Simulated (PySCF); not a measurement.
Nonlinear optical response: trans-2-pentene, C₅H₁₀

Geometry:
```
atom   x (Å)   y (Å)   z (Å)
  C1   2.553  -0.276   0.279
  C2   1.207  -0.246  -0.358
  C3   0.051  -0.316   0.292
  C4  -1.299  -0.272  -0.342
  C5  -2.137   0.904   0.145
  H6   3.148  -1.118  -0.090
  H7   3.121   0.631   0.050
  H8   2.478  -0.365   1.365
  H9   1.185  -0.162  -1.444
 H10   0.068  -0.396   1.380
 H11  -1.834  -1.204  -0.120
 H12  -1.188  -0.229  -1.430
 H13  -3.132   0.896  -0.306
 H14  -2.262   0.875   1.231
 H15  -1.657   1.853  -0.106
```

Theory: PySCF 2.14.0, quadratic response CAM-B3LYP/def2-TZVPD first hyperpolarisability, Taylor convention, gas phase. Geometry: PBE0-D3(BJ)/def2-TZVP.

(1) Give β for the processes computed.

(2) Which lowest excitations, dipole and polarisabilities go with it?

## Answers

(1) In 10⁻³⁰ esu, Taylor convention; the vector part is βᵢ = ⅓ Σⱼ (βᵢⱼⱼ + βⱼᵢⱼ + βⱼⱼᵢ):
| process | λ (nm) | β vector norm | β HRS | depolarisation ratio |
| --- | --- | --- | --- | --- |
| static β(0;0,0) | ∞ | 0.48 | 0.19 | 6.38 |
| second harmonic β(−2ω;ω,ω) | 1907 | 0.51 | 0.20 | 6.34 |
| Pockels β(−ω;ω,0) | 1907 | 0.49 | – | – |
| second harmonic β(−2ω;ω,ω) | 1064 | 0.59 | 0.23 | 6.21 |
| Pockels β(−ω;ω,0) | 1064 | 0.51 | – | – |

(2) S1 6.54 eV (f = 0.018); S2 6.87 eV (f = 0.000); S3 7.03 eV (f = 0.286); dipole 0.05 D; isotropic α 65.5 au static, 65.6 au at 1907 nm, 66.1 au at 1064 nm, 66.2 au at 953.5 nm, 68.0 au at 532 nm.
